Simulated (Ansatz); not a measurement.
Zinc-blende HgTe, treated with PBE-D3(BJ) (PAW; Ansatz, a program for electronic structure).

Run with plane-wave cutoff 520 eV, 10×10×10 k mesh, Fermi–Dirac smearing 0.01 eV, scalar-relativistic PAW data made under PBE.

Computed at the level's own relaxed cell.

Estimate the volume per atom, bulk modulus B0, lattice constant a and pressure derivative B′ of the bulk modulus that the calculation returns.


volume per atom: 35.05 Å³/atom
bulk modulus B0: 39.9 GPa
lattice constant a: 6.545 Å
pressure derivative B′ of the bulk modulus: 5.2

The run finds no gap.

Measured, for comparison: equilibrium volume per atom 33.70 Å³/atom, lattice constant a 6.46 Å (room temperature, no zero-point or thermal correction; as tabulated in Cava et al. (2013), arXiv:1302.1059); bulk modulus 42.3 GPa (temperature not stated, no zero-point or thermal correction; as tabulated in Toher et al. (2017), arXiv:1611.05714). Computed (rounded) less measured: equilibrium volume per atom +4.0 %, bulk modulus -6 %, lattice constant a +1.3 %.

Spin–orbit coupling is not included; it can open a gap where bands touch, and shift volumes and moduli.

Computed values are for the static lattice.

Cost on a shared machine: about 60 core-seconds (a rough figure).
